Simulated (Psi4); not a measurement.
Psi4 input (wB97X-D/6-31G*):

```
memory 1500 MB

molecule {
-1 1
C     0.90052546   -0.56668612    0.03712340
C     2.39178388   -0.21072444    0.02785972
C     0.08456244    0.71356583    0.13061417
H     0.69681967   -1.19993557    0.91006203
H     0.69360926   -1.20636106   -0.84731521
H     3.02621860   -1.10472435   -0.00015858
Cl   -1.77223671    0.11251524   -0.02631381
H     2.63936733    0.39901487   -0.84795219
H     2.64612132    0.37695155    0.91395249
H     0.16465716    1.20536388   -0.85483764
symmetry c1
no_reorient
no_com
}

set {
  basis 6-31G*
  reference rks
  scf_type pk
  dft_radial_points 99
  dft_spherical_points 590
  e_convergence 1e-8
  d_convergence 1e-7
  maxiter 150
}

e = energy('wb97x-d')
print_out(f'\nFINAL {e:.10f} DIPOLE {variable("CURRENT DIPOLE")[0]:.6f} {variable("CURRENT DIPOLE")[1]:.6f} {variable("CURRENT DIPOLE")[2]:.6f}\n')
```

From the last part of the output:

```
       4A    -10.060765     5A     -9.327687     6A     -7.074022
       7A     -7.068290     8A     -7.067967     9A     -0.696700
      10A     -0.658552    11A     -0.548515    12A     -0.443017
      13A     -0.355179    14A     -0.331170    15A     -0.281865
      16A     -0.257661    17A     -0.217879    18A     -0.196989
      19A     -0.162427    20A     -0.144031    21A     -0.015863

    Virtual:

      22A      0.312300    23A      0.364012    24A      0.392858
      25A      0.403363    26A      0.406258    27A      0.440208
      28A      0.451517    29A      0.491299    30A      0.541706
      31A      0.683869    32A      0.741285    33A      0.767289
      34A      0.771113    35A      0.809155    36A      0.817151
      37A      0.838070    38A      0.870784    39A      0.930037
      40A      0.954926    41A      0.994907    42A      1.018300
      43A      1.073234    44A      1.135608    45A      1.142363
      46A      1.176496    47A      1.190966    48A      1.205259
      49A      1.215521    50A      1.231462    51A      1.236730
      52A      1.274801    53A      1.283129    54A      1.329911
      55A      1.476177    56A      1.601732    57A      1.747047
      58A      1.796196    59A      1.904644    60A      2.056099
      61A      2.109980    62A      2.197692    63A      2.216072
      64A      2.298544    65A      2.385706    66A      2.427494
      67A      2.489808    68A      2.583912    69A      2.644813
      70A      2.687624    71A      2.859657    72A      2.996920
      73A      4.414783    74A      4.533458    75A      4.594088
      76A      4.756269

    Final Occupation by Irrep:
              A
    DOCC [    21 ]
    NA   [    21 ]
    NB   [    21 ]

  @RKS Final Energy:  -578.01518419025081

   => Energetics <=

    Nuclear Repulsion Energy =            145.1099122249565880
    One-Electron Energy =               -1090.3283072550907491
    Two-Electron Energy =                 400.5015536280061497
    DFT Exchange-Correlation Energy =     -33.2948333979693984
    Empirical Dispersion Energy =          -0.0035093901534985
    VV10 Nonlocal Energy =                  0.0000000000000000
    Total Energy =                       -578.0151841902508068

Computation Completed

Properties will be evaluated at   0.000000,   0.000000,   0.000000 [a0]

Properties computed using the SCF density matrix

 Multipole Moments:

 ------------------------------------------------------------------------------------
     Multipole            Electronic (a.u.)      Nuclear  (a.u.)        Total (a.u.)
 ------------------------------------------------------------------------------------

 L = 1.  Multiply by 2.5417464519 to convert [e a0] to [Debye]
 Dipole X            :          1.1138179           -0.0000001            1.1138178
 Dipole Y            :         -0.7740072            0.0000000           -0.7740072
 Dipole Z            :         -0.4308147           -0.0000002           -0.4308150
 Magnitude           :                                                    1.4231229

 ------------------------------------------------------------------------------------

FINAL -578.0151841903 DIPOLE 1.113818 -0.774007 -0.430815

*** Psi4 exiting successfully. Buy a developer a beer!
```

The dipole moment of an ion depends on the origin.
